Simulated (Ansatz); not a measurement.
`CC(O)Cl`. Charge 0, multiplicity 1.

```xyz
9

C    -0.425    0.524    0.641
C     0.307   -0.554   -0.116
O    -0.182   -0.778   -1.381
Cl    2.079   -0.119   -0.172
H    -0.022    0.635    1.647
H    -0.330    1.483    0.126
H    -1.483    0.258    0.705
H     0.283   -1.511    0.402
H    -0.228    0.061   -1.851
```

**Question.** What are the harmonic wavenumbers in cm⁻¹ at PBE0-D4/def2-TZVP (Ansatz, finite differences of forces, unscaled)? (Best estimate.)

**Answer.** Computed: 263, 322, 333, 436, 479, 636, 920, 1032, 1081, 1179, 1262, 1325, 1401, 1436, 1474, 1481, 3055, 3124, 3144, 3158, 3827.

**Question.** Is this a minimum?

**Answer.** Yes, all 21 modes are real.

**Question.** Give the ideal-gas thermochemistry at 298.15 K and 1 bar (rigid rotor, harmonic oscillator; point group C1, symmetry number 1).

**Answer.** Zero-point energy 187.6 kJ/mol; H(298) − E = 203.0 kJ/mol; entropy 296.8 J/(mol·K), of which translation 163.6, rotation 105.8, vibration 27.5; G(298) − E = 114.5 kJ/mol.
